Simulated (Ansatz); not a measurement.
Process, species as SMILES: O=S(F)F + 3 [H][H] (H2) → 2 F (HF) + O (H2O) + S (H2S)
B3LYP-D3(BJ)/def2-TZVP geometries, fixed; electronic energies without zero-point terms.

Effect of the final integration grid (spheres per factor e of radius in core and valence, angular degree) at PBE/aug-cc-pV(T+d)Z with Ansatz (an electronic-structure program), against the last row, where the energy of full hydrogenation is -53.16 kcal/mol. The default's grid is 13, 11, 36.

```tsv
setting	largest shift of a total energy (mEh)	shift of the energy of full hydrogenation (kcal/mol)
accuracy: medium (default)	0.000	0.000
final_grid: 4, 3, 11	-0.975	1.337
final_grid: 6, 5, 17	0.169	-0.027
final_grid: 8, 7, 23	-0.008	0.008
final_grid: 10, 9, 29	0.001	0.000
final_grid: 18, 15, 47	0.000	0.000
final_grid: 26, 22, 59	0.000	0.000
```

Within 0.02 kcal/mol in the energy of full hydrogenation: accuracy: medium (default); final_grid: 8, 7, 23; final_grid: 10, 9, 29; final_grid: 18, 15, 47. The largest shift is 0.975 mEh in a total energy and 1.337 kcal/mol in the difference.
